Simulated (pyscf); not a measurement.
## Substitution at O: HO–GeH(Cl)–Cl (SMILES [OH][GeH]([Cl])[Cl]) + H• (SMILES [H]) → Cl–GeH•–Cl (SMILES [Cl][GeH][Cl]) + H₂O (SMILES O)

Gas phase, doublet surface, charge 0. Bonds broken: Ge2–O5. Bonds formed: O5–H6. Structures and frequencies: ωB97X-D3(BJ)/def2-SVP in PySCF.

Transition state (Å):

```xyz
7

Cl    -1.1617     2.1625    -0.9192
Ge    -0.1986     0.2956    -0.4274
Cl     1.7070     0.7300     0.4859
H      0.0373    -0.4942    -1.7135
O     -1.2925    -0.8687     0.6210
H     -1.9204    -2.0100     0.7498
H     -1.5036    -0.4489     1.4758
```

One imaginary mode, 1749i cm⁻¹; descent along it reached the two sides named, in the forms told below.

```json
[
 {"bond": "Ge2–O5", "change": "breaks", "reactant side (Å)": "1.753", "saddle": "1.911", "product side": "2.584"},
 {"bond": "O5–H6", "change": "forms", "reactant side (Å)": "3.3", "saddle": "1.309", "product side": "0.967"}
]
```

Electronic energies relative to the separated reactants (kcal/mol):

```
level                   barrier  reaction energy  reverse barrier
----------------------  -------  ---------------  ---------------
ωB97X-D3(BJ)/def2-TZVP     20.1            -14.0             34.1
PBE/def2-TZVP               5.8            -19.3             25.1
r²SCAN/def2-TZVP            9.2            -17.3             26.5
B3LYP-D3(BJ)/def2-TZVP      9.1            -20.2             29.3
PBE0-D3(BJ)/def2-TZVP      12.7            -16.7             29.4
M06-2X/def2-TZVP           18.2            -14.9             33.1
ωB97M-D3(BJ)/def2-TZVP     16.9            -17.6             34.5
HF/def2-TZVP               37.0            -10.9             47.9
```

With ωB97M-D3(BJ)/def2-TZVP energies and thermal terms (ideal gas, 1 atm, RRHO with modes under 100 cm⁻¹ raised to 100, one conformer, R ln 2 for chiral ones without a mode under 150 cm⁻¹), in kcal/mol:

```json
[
 {"T (K)": "298", "ΔH‡": "16.7", "ΔG‡": "23.1", "ΔH": "-13.7", "ΔG": "-17.2"},
 {"T (K)": "600", "ΔH‡": "16.2", "ΔG‡": "29.8", "ΔH": "-15.0", "ΔG": "-20.2"},
 {"T (K)": "900", "ΔH‡": "15.9", "ΔG‡": "36.7", "ΔH": "-16.4", "ΔG": "-22.5"},
 {"T (K)": "1200", "ΔH‡": "15.6", "ΔG‡": "43.7", "ΔH": "-17.8", "ΔG": "-24.4"}
]
```

On the product side the descent ends in a complex (not fully relaxed), 5.9 kcal/mol under the separated species and 40.0 kcal/mol under the saddle at ωB97X-D3(BJ)/def2-TZVP. This saddle turned up in a search for another step; its sides and bond changes are read from the two ends of the descent. This is the saddle that the search found; another between the same sides may lie lower. The angle at the attacked O is 149°. Elements up to Kr have no core potential and no relativistic terms here.
